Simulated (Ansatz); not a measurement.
Bond stretch in SMILES C=C=O. The C1–C4 bond (C1 also carries H, H; C4 carries O) is stretched with both fragments frozen at the PBE0/def2-TZVP optimised geometry.

Computed with: RKS-PBE = Ansatz (a quantum-chemistry and plane-wave program) with restricted PBE/cc-pVTZ; UKS-PBE = unrestricted PBE/cc-pVTZ (Ansatz); UKS-CAM-B3LYP = unrestricted CAM-B3LYP/cc-pVTZ (Ansatz); UCCSD(T) = Ansatz with CCSD(T) on UHF/cc-pVTZ, frozen core.

Energies relative to the lowest point of each curve near equilibrium, in mEh; the last columns give the difference from UCCSD(T):

```json
[
 {"R / Å": "1.05", "RKS-PBE": "134.3", "UKS-PBE": "134.3", "UKS-CAM-B3LYP": "126.4", "UCCSD(T)": "138.5", "RKS-PBE − UCCSD(T)": "-4.3", "UKS-PBE − UCCSD(T)": "-4.3", "UKS-CAM-B3LYP − UCCSD(T)": "-12.1"},
 {"R / Å": "1.11", "RKS-PBE": "70.5", "UKS-PBE": "70.5", "UKS-CAM-B3LYP": "64.6", "UCCSD(T)": "73.2", "RKS-PBE − UCCSD(T)": "-2.7", "UKS-PBE − UCCSD(T)": "-2.7", "UKS-CAM-B3LYP − UCCSD(T)": "-8.6"},
 {"R / Å": "1.19", "RKS-PBE": "22.2", "UKS-PBE": "22.2", "UKS-CAM-B3LYP": "18.7", "UCCSD(T)": "23.4", "RKS-PBE − UCCSD(T)": "-1.2", "UKS-PBE − UCCSD(T)": "-1.2", "UKS-CAM-B3LYP − UCCSD(T)": "-4.7"},
 {"R / Å": "1.25", "RKS-PBE": "5.4", "UKS-PBE": "5.4", "UKS-CAM-B3LYP": "3.6", "UCCSD(T)": "5.8", "RKS-PBE − UCCSD(T)": "-0.5", "UKS-PBE − UCCSD(T)": "-0.5", "UKS-CAM-B3LYP − UCCSD(T)": "-2.2"},
 {"R / Å": "1.28", "RKS-PBE": "1.5", "UKS-PBE": "1.5", "UKS-CAM-B3LYP": "0.6", "UCCSD(T)": "1.7", "RKS-PBE − UCCSD(T)": "-0.2", "UKS-PBE − UCCSD(T)": "-0.2", "UKS-CAM-B3LYP − UCCSD(T)": "-1.1"},
 {"R / Å": "1.31", "RKS-PBE": "0.0", "UKS-PBE": "0.0", "UKS-CAM-B3LYP": "0.0", "UCCSD(T)": "0.0", "RKS-PBE − UCCSD(T)": "0.0", "UKS-PBE − UCCSD(T)": "0.0", "UKS-CAM-B3LYP − UCCSD(T)": "0.0"},
 {"R / Å": "1.34", "RKS-PBE": "0.6", "UKS-PBE": "0.6", "UKS-CAM-B3LYP": "1.4", "UCCSD(T)": "0.4", "RKS-PBE − UCCSD(T)": "0.2", "UKS-PBE − UCCSD(T)": "0.2", "UKS-CAM-B3LYP − UCCSD(T)": "1.0"},
 {"R / Å": "1.40", "RKS-PBE": "6.5", "UKS-PBE": "6.5", "UKS-CAM-B3LYP": "8.9", "UCCSD(T)": "6.1", "RKS-PBE − UCCSD(T)": "0.4", "UKS-PBE − UCCSD(T)": "0.4", "UKS-CAM-B3LYP − UCCSD(T)": "2.8"},
 {"R / Å": "1.46", "RKS-PBE": "17.1", "UKS-PBE": "17.1", "UKS-CAM-B3LYP": "21.0", "UCCSD(T)": "16.6", "RKS-PBE − UCCSD(T)": "0.5", "UKS-PBE − UCCSD(T)": "0.5", "UKS-CAM-B3LYP − UCCSD(T)": "4.5"},
 {"R / Å": "1.53", "RKS-PBE": "33.3", "UKS-PBE": "33.3", "UKS-CAM-B3LYP": "38.9", "UCCSD(T)": "32.8", "RKS-PBE − UCCSD(T)": "0.5", "UKS-PBE − UCCSD(T)": "0.5", "UKS-CAM-B3LYP − UCCSD(T)": "6.1"},
 {"R / Å": "1.59", "RKS-PBE": "49.1", "UKS-PBE": "49.1", "UKS-CAM-B3LYP": "56.0", "UCCSD(T)": "48.7", "RKS-PBE − UCCSD(T)": "0.5", "UKS-PBE − UCCSD(T)": "0.5", "UKS-CAM-B3LYP − UCCSD(T)": "7.3"},
 {"R / Å": "1.76", "RKS-PBE": "97.0", "UKS-PBE": "97.0", "UKS-CAM-B3LYP": "106.4", "UCCSD(T)": "96.7", "RKS-PBE − UCCSD(T)": "0.2", "UKS-PBE − UCCSD(T)": "0.2", "UKS-CAM-B3LYP − UCCSD(T)": "9.7"},
 {"R / Å": "1.97", "RKS-PBE": "151.4", "UKS-PBE": "151.4", "UKS-CAM-B3LYP": "160.1", "UCCSD(T)": "153.7", "RKS-PBE − UCCSD(T)": "-2.3", "UKS-PBE − UCCSD(T)": "-2.3", "UKS-CAM-B3LYP − UCCSD(T)": "6.4"},
 {"R / Å": "2.13", "RKS-PBE": "185.3", "UKS-PBE": "174.1", "UKS-CAM-B3LYP": "174.3", "UCCSD(T)": "166.2", "RKS-PBE − UCCSD(T)": "19.1", "UKS-PBE − UCCSD(T)": "7.9", "UKS-CAM-B3LYP − UCCSD(T)": "8.1"},
 {"R / Å": "2.33", "RKS-PBE": "217.8", "UKS-PBE": "178.7", "UKS-CAM-B3LYP": "172.3", "UCCSD(T)": "—", "RKS-PBE − UCCSD(T)": "—", "UKS-PBE − UCCSD(T)": "—", "UKS-CAM-B3LYP − UCCSD(T)": "—"},
 {"R / Å": "2.58", "RKS-PBE": "214.9", "UKS-PBE": "—", "UKS-CAM-B3LYP": "—", "UCCSD(T)": "—", "RKS-PBE − UCCSD(T)": "—", "UKS-PBE − UCCSD(T)": "—", "UKS-CAM-B3LYP − UCCSD(T)": "—"}
]
```

RKS-PBE is furthest from UCCSD(T) at 2.13 (19.1 mEh, above); its mean absolute difference over the points is 2.3 mEh.

UKS-PBE is furthest from UCCSD(T) at 2.13 (7.9 mEh, above); its mean absolute difference over the points is 1.5 mEh.

UKS-CAM-B3LYP is furthest from UCCSD(T) at 1.05 (-12.1 mEh, below); its mean absolute difference over the points is 5.3 mEh.

A dash means that the run gave no value there, or that the column was ended at a point which the program doubted or which failed a test of continuity chosen for this set; such a test can also cut sound points.

The restricted form behind RKS-PBE keeps the bonding electrons paired and can't separate into open-shell fragments. The unrestricted determinant behind UKS-PBE is spin-contaminated at 2.13 to 4.60 Å (<S²> up to 1.0, against 0.00 for a pure singlet). The unrestricted solution behind UKS-CAM-B3LYP changes between 1.97 and 2.13 Å, which can leave a kink. The unrestricted determinant behind UKS-CAM-B3LYP, UCCSD(T) is spin-contaminated at 1.97 to 4.60 Å (<S²> up to 1.0, against 0.00 for a pure singlet).
